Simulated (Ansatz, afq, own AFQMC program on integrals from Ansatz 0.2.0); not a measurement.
AFQMC on a folder of integrals that Ansatz 0.2.0 wrote.

```yaml
crystal:
  periodic: [false, false, false]
  atoms:
    - {symbol: Ge, position_ang: [-0.532259, 0.010113, 0.000000]}
    - {symbol: H, position_ang: [-1.043709, 1.456713, 0.000001]}
    - {symbol: H, position_ang: [-1.043709, -0.713187, 1.252791]}
    - {symbol: H, position_ang: [-1.043709, -0.713186, -1.252792]}
    - {symbol: H, position_ang: [1.218741, 0.010113, 0.000000]}
    - {symbol: O, position_ang: [2.371741, 0.010113, 0.000000]}
    - {symbol: H, position_ang: [2.623600, -0.929837, -0.000001]}
basis:
  gaussian: {orbitals: cc-pVDZ}
magnetization: {spin_polarized: true, initial_magnetization: 1}
correlation: {method: ccsd_t, electrons: outside_noble_gas, hamiltonian_folder: ham}
```

```sh
$ ansatz run in.yaml --threads 1 --pin off --events-out ev --progress --plain --max-ram 16896MiB --backend cuda --devices 0, --max-vram 18GiB
```

Options of the walk:

```
--method phaseless --trial cisd --walkers 4000 --populations 20 --least-time 60 --time-step 0.005 --steps-per-block 50 --equilibration-blocks 28 --max-blocks 4000 --target-error 0.00023 --factor-cut 1e-05 --start spin_pure --seed 3118 --release-times 0.24,0.51,0.99,1.5 --release-step 0.03 --release-every 4 --taylor-order 6
```

Times are imaginary, in 1/Eh. The walk had a cap of 176 s. With eight or more populations the least sampling time is a fifth of least-time, and the error comes from their spread. Filled inner d shells are frozen with the cores.

```
orbitals 51  electrons 8 7  factors 410 of 671
reference energy -2153.01368431 Eh
CCSD correlation -0.33996430 Eh in 12 cycles, weight of the determinant in the CISD state 0.8714
energy of the start -2153.351845 Eh
 block  time / (1/Eh)  mean weight  energy / Eh
     1     0.250  0.9998  -2153.347064
     2     0.500  1.0002  -2153.350639
     3     0.750  1.0000  -2153.354189
     4     1.000  1.0000  -2153.356892
     5     1.250  0.9996  -2153.359921
     8     2.000  1.0002  -2153.361277
    11     2.750  1.0002  -2153.362408
    14     3.500  1.0001  -2153.363145
    17     4.250  0.9998  -2153.360930
    20     5.000  1.0001  -2153.361438
    23     5.750  1.0000  -2153.361998
    26     6.500  0.9999  -2153.362895
    29     7.250  1.0002  -2153.362121
    32     8.000  0.9996  -2153.362236
    35     8.750  1.0004  -2153.362901
    38     9.500  0.9996  -2153.362401
    41    10.250  1.0000  -2153.361324
    44    11.000  1.0002  -2153.361491
    45    11.250  0.9995  -2153.363453
    47    11.750  1.0002  -2153.362841
    50    12.500  0.9996  -2153.360789
    53    13.250  1.0002  -2153.362584
    56    14.000  1.0000  -2153.362494
    59    14.750  1.0000  -2153.362095
    62    15.500  0.9995  -2153.360965
    65    16.250  1.0003  -2153.360739
    66    16.500  0.9999  -2153.360627
    68    17.000  0.9997  -2153.361888
    71    17.750  1.0000  -2153.363329
    74    18.500  1.0003  -2153.361736
    77    19.250  1.0004  -2153.360974
    78    19.500  0.9997  -2153.361534
error from the spread of 20 populations
released: time / (1/Eh)  energy / Eh  error  mean overlap
  0.24  -2153.362123  0.000172  0.9979
  0.51  -2153.362167  0.000128  0.9962
  0.99  -2153.362331  0.000156  0.9932
  1.50  -2153.361937  0.000134  0.9930
energy -2153.361896 +/- 0.000178 Eh
(rows thinned)
```

Problem. Estimate how long the walk took on 1 × NVIDIA H100 80GB HBM3 with 2 threads of AMD EPYC 7R13 Processor (Zen 3), on a shared host (the card was shared).

Solution. 72 s of wall time.

The run passed its tests (sampling time, drift between the halves within three errors, error under three times the target), which doesn't prove that it has relaxed.

Against this walk (error 4.9 meV) on the same determinant: CCSD(T) 36.9 meV higher, CCSDT(Q) 7.8 meV lower (within the noise). The error is statistical and leaves out the bias of the constraint. Released to 1.50 1/Eh the energy moves by -1 ± 6 meV (both errors), within twice the noise.

Cautions: constraint bias not in the error; no relativity below Rb; no spin-orbit coupling; inner d shell frozen.

CCSDT and higher add their correlation energy to the determinant of the CCSD(T) run, since their own runs factorise the integrals more tightly (a shift of under 2 meV). A walk keeps the symmetry of its determinant, which the program's search chose and which needn't be the lowest solution, so a lower state of the same spin and another symmetry isn't excluded.
